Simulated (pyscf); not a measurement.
**Four-centre exchange: H₃C–InH₂ (SMILES [CH3][InH2]) + NH₃ (SMILES N) → H₃C–InH–NH₂ (SMILES [CH3][InH][NH2]) + H₂ (SMILES [H][H])**

Gas phase, singlet surface, charge 0. Bonds broken: In2–H9, H6–N8. Bonds formed: In2–N8, H6–H9. PySCF, gas phase, ωB97X-D3(BJ)/def2-SVP geometries.

Transition state (Å):

```xyz
11

C      1.2795    -1.3305     0.8473
In     0.4144     0.6078     1.1544
H      0.7236    -2.0927     1.4154
H      1.2444    -1.5936    -0.2202
H      2.3277    -1.3512     1.1807
H      0.2104     1.6713    -0.6563
H      0.2975     1.6452     2.5180
N     -1.0734     1.0897    -0.3724
H      1.1565     1.8393    -0.4481
H     -1.4152     0.3557    -0.9927
H     -1.8514     1.7118    -0.1538
```

One imaginary mode, 1290i cm⁻¹; descent along it reached the two sides named, in the forms told below.

```
bond    change  reactant side (Å)  saddle  product side
------  ------  -----------------  ------  ------------
In2–H9  breaks              1.745   2.153           2.9
H6–N8   breaks              1.021   1.438           3.1
In2–N8   forms              2.401   2.186         2.023
H6–H9    forms                3.1   0.983         0.762
```

Electronic energies relative to the separated reactants (kcal/mol):

```
level                   barrier  reaction energy  reverse barrier
----------------------  -------  ---------------  ---------------
ωB97X-D3(BJ)/def2-TZVP     17.2             -1.3             18.5
PBE/def2-TZVP              14.8             -0.3             15.1
r²SCAN/def2-TZVP           14.7             -1.1             15.8
B3LYP-D3(BJ)/def2-TZVP     17.6             -0.6             18.2
PBE0-D3(BJ)/def2-TZVP      16.3             +0.7             15.6
M06-2X/def2-TZVP           15.3             -3.9             19.2
ωB97M-D3(BJ)/def2-TZVP     19.8             +0.9             18.9
HF/def2-TZVP               33.1             +4.6             28.5
```

With ωB97M-D3(BJ)/def2-TZVP energies and thermal terms (ideal gas, 1 atm, RRHO with modes under 100 cm⁻¹ raised to 100, one conformer, R ln 2 for chiral ones without a mode under 150 cm⁻¹), in kcal/mol:

| T (K) | ΔH‡ | ΔG‡ | ΔH | ΔG |
|---|---|---|---|---|
| 298 | 17.9 | 28.9 | -1.5 | +0.5 |
| 600 | 18.3 | 39.9 | -0.1 | +2.1 |
| 900 | 19.1 | 50.6 | +0.9 | +2.9 |
| 1200 | 19.9 | 61.0 | +1.6 | +3.5 |

On the reactant side the descent ends in an adduct with a In–N contact (not fully relaxed), 20.5 kcal/mol under the separated species and 37.7 kcal/mol under the saddle at ωB97X-D3(BJ)/def2-TZVP. What is counted as formed (In–N) is already present as a longer contact in the reactant adduct; forming that adduct is a step of its own. At the saddle there is also a short H–In contact that neither side keeps. This is the saddle that the search found; another between the same sides may lie lower. Elements past Kr carry the def2 core potentials, without spin-orbit coupling.
